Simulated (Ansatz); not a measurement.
System: diamond-structure Ge. Method: r²SCAN (Ansatz, a quantum-chemistry and plane-wave program, plane waves, PAW).

The same calculation (at the measured cell, 22.641 Å³/atom) with different numerical settings:

```
run    k mesh  gap on the mesh (eV)  total energy (eV/atom)      rough time
---  --------  --------------------  ----------------------  --------------
1       4×4×4                 0.452              -4302.7861  under 3 core-s
2       6×6×6                 0.445              -4302.8882  under 3 core-s
3       8×8×8                 0.444              -4302.9034        3 core-s
4    12×12×12                 0.443              -4302.9074        6 core-s
5    16×16×16                 0.443              -4302.9078       10 core-s
6    20×20×20                 0.443              -4302.9079       20 core-s
```

In the column total energy (eV/atom) the first row differs from the last by +0.1218 and the next to last by +0.0001.

The last row is no converged limit: other settings stay fixed.

Spin–orbit coupling is not included.
